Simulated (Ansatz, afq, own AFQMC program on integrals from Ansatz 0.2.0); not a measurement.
# O⁺, quartet in 6-31G, levels against full CI

A free O cation.

Basis 6-31G. Only valence electrons are correlated. Integrals, coupled cluster, full CI and functionals: Ansatz 0.2.0; the random walks run on the same integrals in our own AFQMC program. The CISD trial takes its coefficients from CCSD amplitudes. Released means that phaseless walkers are propagated on without the constraint, phases kept. Free AFQMC starts from the CCSD state and is never constrained. Its projection time is finite, and what remains of the start isn't in its error. Error bars are statistical, one sigma.

Determinant: UHF, the one that the program's search chose, which needn't be the lowest solution.

Full CI on the same integrals is exact in this basis and with this determinant's frozen core.

```
T1 diagnostic                               : 0.0039
weight of the determinant in the CISD state : 0.991
⟨S²⟩ of the determinant                     : 3.755
size of the correlated space                : 5 electrons in 8 orbitals
```

Reference: full CI, correlation energy -0.751 eV. The released energy is read at 2.40 1/Eh (meV from the phaseless value at times in 1/Eh: -0.08 ± 0.14 at 0.24, -0.07 ± 0.10 at 0.51, -0.03 ± 0.11 at 0.99, -0.27 ± 0.13 at 1.62, -0.03 ± 0.14 at 2.40).

```
         level  E − E(reference) (kJ/mol)  share of correlation (%)
            HF                       72.4                      0.00
           MP2                       15.3                     78.88
          CCSD                        0.7                     99.08
       CCSD(T)                        0.1                     99.88
         CCSDT                        0.0                    100.05
      CCSDT(Q)                        0.0                    100.01
        CCSDTQ                        0.0                    100.01
   ph-AFQMC/HF                  0.1 ± 0.4                     99.84
 ph-AFQMC/CISD                 0.0 ± 0.02                    100.00
released AFQMC                 0.0 ± 0.01                    100.01
    free AFQMC                 0.0 ± 0.01                     99.99
```

CCSDT and higher add their correlation energy to the determinant of the CCSD(T) run, since their own runs factorise the integrals more tightly (a shift of under 2 meV). Free projections are given only where their last times agree within the noise and don't stop above the reference; a slow remainder of the start can still hide under it. A walk keeps the symmetry of its determinant, which the program's search chose and which needn't be the lowest solution, so a lower state of the same spin and another symmetry isn't excluded. Released energies are given only where the last usable release times agree within the noise; a slower fall can still hide under it.
